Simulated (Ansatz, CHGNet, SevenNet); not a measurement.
# Rock-salt PbTe, elastic constant C44

Reference value: 13.2 GPa (measured, temperature not stated, not corrected to a static lattice; as tabulated in Oses et al. (2018), arXiv:1811.08464).

### Question
Put these levels in order of the elastic constant C44 that they give for rock-salt PbTe, smallest first: CHGNet-r²SCAN, LDA (Ansatz, a program for electronic structure), SevenNet-0.

### Answer
CHGNet-r²SCAN (2.63 GPa), SevenNet-0 (12.3 GPa), LDA (15.8 GPa)

Unless a cell is named, each level is at its own relaxed cell (CHGNet-r²SCAN 34.99, SevenNet-0 35.40, LDA 32.46 Å³/atom).

Differences against the reference: CHGNet-r²SCAN -80 %, SevenNet-0 -6.8 %, LDA +19.7 %.

The measured value isn't corrected to a static lattice, so vibrations enter the comparison. A static lattice is as a rule stiffer than a warm one, by over a tenth in soft solids.  Density-functional levels without +SOC have no spin–orbit coupling. Each level is taken at its own relaxed cell. Ansatz's density-functional and Hartree–Fock values are scalar-relativistic unless marked +SOC, with PAW data made under PBE.

Machine-learned potentials (CHGNet-r²SCAN, SevenNet-0) are trained on DFT data: a solid inside that data is no test of them.

Differences are worked out from the printed values.
